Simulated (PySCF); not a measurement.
Gas-phase acidity of isoprene

Parent: isoprene, `C=CC(=C)C` (C5H8). Optimised structure (Å), atoms numbered from 1:
```
C     1.9816   -0.1085   -0.2776
C     0.9676    0.5607    0.2904
C    -0.4531    0.2149    0.1921
C    -1.3679    0.9790    0.8177
C    -0.8441   -0.9910   -0.6095
H     1.8228   -1.0039   -0.8844
H     3.0152    0.2220   -0.1509
H     1.1947    1.4515    0.8876
H    -1.0705    1.8553    1.4005
H    -2.4358    0.7519    0.7664
H    -1.9328   -1.1351   -0.6069
H    -0.3760   -1.9036   -0.2060
H    -0.5130   -0.8949   -1.6563
```

These are calculated values, ωB97X-D3(BJ)/ma-def2-TZVP in PySCF (grid level 2) at geometries from PBE0-D3(BJ)/ma-def2-SVP. Zero-point and thermal terms (298.15 K, 1 bar) come from unscaled PBE0-D3(BJ)/ma-def2-SVP harmonic frequencies, with soft modes damped to free rotors in the entropy.

| site | product | ΔH(acid) / kJ/mol | ΔG(acid) / kJ/mol | gas share | above best in water / kJ/mol |
| --- | --- | --- | --- | --- | --- |
| C5 (allylic carbon) | `C=CC(=C)[CH2-]` | 1643 | 1609 | > 99.9 % | 0.0 |
| C2 (alkene carbon) | `C=[C-]C(=C)C` | 1672 | 1637 | < 0.1 % | 22.8 |
| C4 (alkene carbon) | `[CH-]=C(C)C=C` | 1687 | 1655 | < 0.1 % | 32.2 |

ΔH and ΔG refer to AH → A⁻ + H⁺ in the gas phase. Shares are Boltzmann weights among the listed products; an error of 10 kJ/mol changes a ratio about 56-fold. Sites whose products fell apart, merged with another or lost in a GFN2-xTB screen aren't listed. Values in solvent are IEF-PCM free energies relative to the most favourable product.

Of the listed sites C5 (allylic carbon) is favoured in the gas phase, 28 kJ/mol ahead of C2 in free energy.

In water the product from C5 is solvated 231 kJ/mol more strongly than the parent (electrostatics only).

Vertical detachment energies of the anions: `C=CC(=C)[CH2-]` 0.63 eV, `C=[C-]C(=C)C` 1.24 eV.

Deprotonation enthalpy (ΔH): the gap is larger than usual, and may come from another state, site, conformer or species, from the functional or basis, or from an outlying measurement.

Measured values (NIST Chemistry WebBook, evaluated or the median of agreeing entries): deprotonation enthalpy (ΔH) 1613 kJ/mol (computed 1643, difference 30); gas-phase acidity (ΔG) 1586 kJ/mol (computed 1609, difference 23). These are compared with the most favourable site that keeps the skeleton.

Known limits: one E/Z form of each vinyl-type anion was tried, and another may lie lower; C1 is not listed: the run failed or kept an imaginary mode, or the ion rearranged or equalled another.

Run with `OMP_NUM_THREADS=1 python redox_run.py task.json out` on 1 thread of Arm Neoverse V2, a shared host. Structures, frequencies and single points: 22 min of wall time.
